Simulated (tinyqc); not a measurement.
Stretching all distances: RHF, UHF, MP2, CISD and CCSD against full CI in the sto-3g basis, for BH, spin multiplicity 1. Computed by the program tinyqc with PySCF. 

Geometry (angstrom):
```
atom       x       y       z
B     0.0000  0.0000  0.0000
H     0.0000  0.0000  1.1380
```

All coordinates are multiplied by the scale. c0^2 is the weight of the RHF determinant in the lowest singlet FCI state (UHF is spin-contaminated and may lie near states of higher spin) and n(LUMO) the first natural occupation beyond the occupied space.

Full CI energy (hartree) and errors against it (kcal/mol):
```
scale  distance 1-2 (angstrom)     E(FCI)      RHF     UHF     MP2    CISD   CCSD  <S^2> UHF   c0^2  n(LUMO)
0.910                    1.036  -24.78334   32.678  23.246  16.271   0.870  0.121      0.592  0.916    0.079
1.160                    1.320  -24.80796   37.889  32.041  18.166   1.308  0.098      0.489  0.914    0.071
1.400                    1.593  -24.77783   46.680  43.049  22.044   2.161  0.101      0.402  0.898    0.072
1.640                    1.866  -24.73726   59.475  51.937  28.108   3.574  0.099      0.598  0.861    0.153
1.890                    2.151  -24.70147   76.904  44.184  36.481   5.730  0.078      0.766  0.794    0.289
2.130                    2.424  -24.67882   96.352  35.470  45.145   8.240  0.044      0.902  0.708    0.455
2.380                    2.708  -24.66600  116.958  29.869  52.243  10.755  0.008      0.961  0.619    0.624
```

UHF lies below RHF over the whole range. The weight c0^2 goes from 0.92 to 0.62 and n(LUMO) from 0.08 to 0.62: static correlation grows as the bonds break into open-shell fragments. The spread of the error along the curve, which distorts its shape, is CCSD 0.1, CISD 9.9, UHF 28.7, MP2 36.0, RHF 84.3 kcal/mol.
